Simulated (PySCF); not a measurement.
# Accurate constants of F2+, step by step

One table from this session's results is given with a row withheld; the runs are named, their logs left out.

Computed with PySCF 2.14.0. Level: CCSD(T) on ROHF, no relativity in the base curves; scalar relativity is added as a correction.

2 further runs of the same task are left out: 2 set aside as unsound or not needed.

Set-up of the first run:

```yaml
molecule: F2+
state: doublet, unpaired electrons π ↑
smaller_basis: F cc-pVTZ
larger_basis: F cc-pVQZ
frozen_core_orbitals: 2
extrapolation: correlation as n⁻³ (n = 3, 4), Hartree–Fock as (n+1)·exp(−9√n)
corrections: core–valence correlation, scalar relativity
distances_Å: 1.1258, 1.1770, 1.2282, 1.2793, 1.3305, 1.3945, 1.4584
masses_u: 18.9984, 18.9984
dissociation_limit: F+ + F
```

Started as:

```bash
> OMP_NUM_THREADS=4 python comp.py task.json out
```

Steps of the session up to this table: Coupled cluster at each distance.

One of the session's tables, all rows but one given; the rest of the session is left out.

Parts of the energy along the bond, in eV from F+ + F:

| R (Å) | HF/CBS | CCSD corr. | (T) | core–valence | relativity |
| --- | --- | --- | --- | --- | --- |
| 1.1258 | 1.308 | -3.230 | -0.2870 | -0.0125 | 0.0035 |
| 1.1770 | 0.986 | -3.470 | -0.3386 | -0.0067 | 0.0024 |
| 1.2282 | 0.952 | -3.718 | -0.3949 | -0.0021 | 0.0014 |
| 1.2793 | 1.123 | -3.970 | -0.4550 | 0.0014 | 0.0006 |
| 1.3305 | 1.438 | -4.224 | -0.5185 | 0.0041 | 0.0000 |
| 1.3945 | ? | ? | ? | ? | ? |
| 1.4584 | 2.591 | -4.850 | -0.6874 | 0.0081 | -0.0007 |

Estimate the missing values for R (Å) = 1.3945.

Worked estimate for «HF/CBS». A straight line through the neighbours (1.3305, 1.438) and (1.4584, 2.591) gives 1.438 + (2.591 − 1.438) × (1.3945 − 1.3305) / (1.4584 − 1.3305) = 2.015; a parabola fitted to 3 rows on both sides gives 1.950.

**Answer.** HF/CBS: 1.969; CCSD corr.: -4.540; (T): -0.6016; core–valence: 0.0065; relativity: -0.0005. In «HF/CBS» the line misses by +0.046 and the parabola by -0.019.

To keep in mind: Spin–orbit coupling and excitations beyond (T) are left out.
